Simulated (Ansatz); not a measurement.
This geometry of CH$_{6}$NS (9 atoms, charge 1, multiplicity 1) is a first-order saddle point.

These are results of Ansatz, RHF/def2-SVP, not measurements.

```xyz
9
Properties=species:S:1:pos:R:3
N -0.731 0.356 -0.319
C 0.424 -0.589 -0.223
S 1.523 -0.247 1.193
H -1.318 0.134 -1.118
H -0.425 1.319 -0.432
H -1.322 0.318 0.506
H 0.976 -0.507 -1.155
H 0.006 -1.588 -0.140
H 0.867 0.805 1.688
```

Problem. Which two structures does it join? (They come from a converged band through this point; their orientation in space is the band's.)

Solution. No bond is made or broken. The dihedral N1–C2–S3–H9 goes from 86 to -86°. The two ends are copies of one structure, up to a mirror image or an exchange of like atoms.

First end point:

```xyz
9
Properties=species:S:1:pos:R:3
N -0.684 0.477 -0.519
C 0.380 -0.516 -0.120
S 1.514 0.159 1.095
H -1.276 0.122 -1.266
H -0.266 1.346 -0.839
H -1.286 0.715 0.263
H 0.942 -0.746 -1.021
H -0.127 -1.413 0.223
H 0.803 -0.143 2.184
```

Last end point:

```xyz
9
Properties=species:S:1:pos:R:3
N -0.769 0.422 -0.442
C 0.241 -0.606 0.006
S 0.959 -0.199 1.599
H -1.232 0.151 -1.305
H -0.338 1.328 -0.597
H -1.484 0.558 0.267
H 0.980 -0.699 -0.783
H -0.297 -1.545 0.105
H 1.939 0.591 1.151
```

Problem. How far does it lie above each of them?

Solution. 8.5 kcal/mol above the first and 8.5 kcal/mol above the second. This is the barrier of this one path; another mechanism may lie lower. Limits of this set-up: the dipole of an ion depends on the origin.

The run took 39 s on 1 CPU thread of a shared host.
